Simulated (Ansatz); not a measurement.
Basis-set extrapolation for C$_{3}$H$_{7}$NO, SMILES `C/N=C/OC` (PBE0-D4/def2-TZVP geometry, frozen core, the Gaussian-basis code of Ansatz). Multiplicity 1, RHF reference.

```tsv
	def2-TZVPP	def2-QZVPP
HF	-247.065444	-247.077107
MP2 correlation	-0.945801	-1.011039
CCSD(T) correlation	-1.020820	not run
```

Energies in hartree. Use E(X) = E(∞) + A·exp(−7.88·√X) for Hartree–Fock and E(X) = E(∞) + B·X^(−2.97) for correlation, with X = 3 and 4, and add CCSD(T) minus MP2 of the smaller set to the MP2 limit.

Q: What is the CCSD(T) energy at the basis-set limit?

A: HF limit: -247.077107 + (-0.011663) × 0.13774 = -247.07871. MP2 limit: -1.011039 + (-0.065238) × 0.74074 = -1.05936. Higher-order term: -1.020820 − (-0.945801) = -0.07502. Total: -248.21309 hartree, 79.6 kcal/mol below CCSD(T)/def2-TZVPP.
